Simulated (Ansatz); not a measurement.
Results of PBE-D4 in Ansatz (PAW) for cubic perovskite BaTiO₃ (cubic high-temperature phase).

Run with plane-wave cutoff 520 eV, 8×8×8 k mesh, Fermi–Dirac smearing 0.01 eV, no spin polarisation, scalar-relativistic PAW data made under PBE.

Cell (relaxed at this level):

```xyz
5
Lattice="3.9962 0.0000 0.0000 0.0000 3.9962 0.0000 0.0000 0.0000 3.9962" Properties=species:S:1:pos:R:3 pbc="T T T"
Ba     0.0000     0.0000     0.0000
Ti     1.9981     1.9981     1.9981
O      1.9981     0.0000     1.9981
O      0.0000     1.9981     1.9981
O      1.9981     1.9981     0.0000
```

Question: What does this level give for the band gap and smallest direct gap on the k points sampled?

Answer: 
- band gap: 1.82 eV
- smallest direct gap on the k points sampled: 1.92 eV

Measured, for comparison: band gap 3.2 eV (temperature not stated, not corrected to a static lattice; as tabulated in Matsushita et al. (2011), arXiv:1104.2769).

Note: the relaxation could not lower the start's symmetry, so the cell can be a saddle point above a distorted one.

Spin–orbit coupling is not included.

The computed numbers hold no vibrational or temperature effects.

Ansatz is a program for electronic structure.
